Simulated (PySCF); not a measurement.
**Atomic charges by several schemes**

Compound: C₅H₉F.
Geometry (PBE0-D3(BJ)/def2-SVP, Å), atoms numbered from 1 in this order:
```xyz
15
C5H9F angstrom
C      2.0667    0.0167    0.7948
C      1.1770    0.9880    0.0951
C      0.0192    0.7210   -0.5116
F     -0.6485    1.7382   -1.0902
C     -0.7118   -0.5686   -0.6633
C     -2.0996   -0.5409   -0.0284
H      1.6569   -1.0031    0.8058
H      3.0598   -0.0275    0.3171
H      2.2353    0.3182    1.8419
H      1.4951    2.0355    0.0625
H     -0.8068   -0.7772   -1.7439
H     -0.1068   -1.3820   -0.2390
H     -2.7073    0.2682   -0.4583
H     -2.6283   -1.4907   -0.1958
H     -2.0337   -0.3720    1.0573
```

Density: PBE0/pcSseg-1 (PySCF); schemes: Mulliken, IAO, Hirshfeld and ESP-fitted. The structure is a single PBE0-D3(BJ)/def2-SVP conformer in the gas phase; no vibrational or solvent corrections.

Atoms with like bonding are taken together and averaged. For which atoms does the sign change between the 4 schemes (beyond +0.03 e in one, beyond −0.03 e in another)?

C3 and C5.

At which atom do the 4 schemes differ most?

At C5: from -0.272 (IAO) to +0.294 e (ESP-fitted), 0.566 e apart.

Which atoms carry the lowest charge in the Mulliken, IAO, Hirshfeld and ESP-fitted schemes?

The schemes don't all agree: Mulliken C6 (-0.293); IAO C1 (-0.410); Hirshfeld C6 (-0.116); ESP-fitted C1 (-0.421).

What partial charge does each atom carry?

In e; atoms taken as equivalent share a row and are averaged (×n: the atom named and its like, n in all):

```
       atom         environment  Mulliken     IAO  Hirshfeld  ESP-fitted
         C1      allylic carbon    -0.224  -0.410     -0.112      -0.421
         C2    alkene CH carbon    -0.276  -0.213     -0.080      -0.108
         C3  vinylic C–F carbon    +0.204  +0.280     +0.083      -0.055
         F4      vinyl fluorine    -0.291  -0.285     -0.087      -0.162
         C5      allylic carbon    -0.258  -0.272     -0.073      +0.294
         C6       methyl carbon    -0.293  -0.409     -0.116      -0.322
   H7/H8/H9     methyl hydrogen    +0.126  +0.145     +0.044      +0.136
        H10    vinylic hydrogen    +0.117  +0.155     +0.042      +0.140
    H11/H12  methylene hydrogen    +0.136  +0.146     +0.045      -0.012
H13/H14/H15     methyl hydrogen    +0.123  +0.142     +0.040      +0.083
```

Mean size of the charges over all atoms: IAO 0.212 e, Mulliken 0.179 e, ESP-fitted 0.146 e, Hirshfeld 0.062 e. Each set sums to the total charge, 0, to within 0.001 e. The Mulliken scheme gives each basis function's population to the atom it is centred on and halves the overlap population of two atoms between them. The IAO scheme projects the occupied orbitals on a minimal set of polarised atomic orbitals and counts the electrons in each atom's part of it.

Some averages cover members that differ in this geometry: H13/H14/H15, ESP-fitted +0.064 to +0.098 e.

How many electrons does the ESP-fitted scheme count on C2?

Z − q = 6 − (-0.108) = 6.108.

Sum the charges by element, for elements with more than one atom.

```tsv
element	atoms	Mulliken	IAO	Hirshfeld	ESP-fitted
C	5	-0.847	-1.024	-0.298	-0.611
H	9	+1.138	+1.309	+0.385	+0.773
```

How closely do the schemes follow one another over all atoms?

Correlation coefficient and root-mean-square difference: IAO with Hirshfeld 1.00, 0.164 e; Mulliken with Hirshfeld 0.98, 0.126 e; Mulliken with IAO 0.97, 0.064 e; IAO with ESP-fitted 0.61, 0.188 e; Hirshfeld with ESP-fitted 0.61, 0.152 e; Mulliken with ESP-fitted 0.52, 0.184 e.

The run behind these numbers computed NMR shieldings as well. On an Intel Xeon 6975P-C with one thread, shared host with 192 logical CPUs at a one-minute load of 108, this took 9.6 s and 0.76 GiB of memory at its peak.
